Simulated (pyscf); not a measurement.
Structures and frequencies: ωB97X-D3(BJ)/def2-SVP in PySCF.

### Question
H₃Si–GeH₃ + fluorine (F–F) → F–SiH₂–GeH₃ + hydrogen fluoride (HF)
Surface: singlet. Broken: H–Si, F–F. Formed: F–Si, F–H. Give ΔE‡ and ΔE from ωB97M-D3(BJ)/def2-TZVP, relative to the separated reactants.

### Answer
ΔE‡ = 68.9 kJ/mol, ΔE = -643.2 kJ/mol. Zero-point energy shifts the barrier by -2.6 kJ/mol. It is a four-centre exchange, with an imaginary mode of 539i cm⁻¹. At the saddle there is also a short F–Si contact that neither side keeps. From the product side, F–SiH₂• + GeH₃• + HF lies, by one bond made or cut, 394.9 kJ/mol under this saddle at ωB97M-D3(BJ)/def2-TZVP. This is the saddle that the search found; another between the same sides may lie lower. One closed-shell reference is unstable to symmetry breaking; treat the single-reference values with care. Elements up to Kr have no core potential and no relativistic terms here.
